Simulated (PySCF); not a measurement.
C3H3F.
Numbering: `[F:1][CH:2]1[CH:3]=[CH:4]1` (hydrogens: H5 on C2; H6 on C3; H7 on C4)

Method used: PBE0-D3(BJ)/def2-SVP geometry optimisation, gas phase in PySCF 2.14.0.

Problem. Give the optimised bond lengths and angles.

Solution. 
```tsv
bond	length (Å)
F1–C2	1.373
C2–C3, C2–C4	1.467
C3=C4	1.308
C2–H5	1.099
C3–H6, C4–H7	1.088
```

Bonds in one row agree within 0.01 Å and their mean is given. A selection of angles:
```tsv
angle	degrees
F1–C2–C3	119.0
F1–C2–H5	108.7
C3–C2–C4	53.0
C3–C2–H5	123.9
C2–C3–C4	63.5
C2–C3–H6	147.0
C4–C3–H6	149.5
```

Dihedral angles: F1–C2–C3–C4 -106° (anticlinal); F1–C2–C4–C3 106° (anticlinal).

The 3 C–C bonds span 1.308 Å (C3=C4, drawn double) to 1.467 Å (C2–C3, drawn single), a spread of 0.159 Å. The 3-membered ring C2–C3–C4 has internal angles of 53.0° to 63.6°.

Point group: Cs (every atom within 0.08 Å of its image). Whether it is a minimum is left open (no frequencies).

The run took 7.9 s of wall time on an Intel Xeon 6975P-C with one thread, no GPU (shared host), and the process peaked at 0.31 GiB of memory. That covers the optimisation of the geometry.
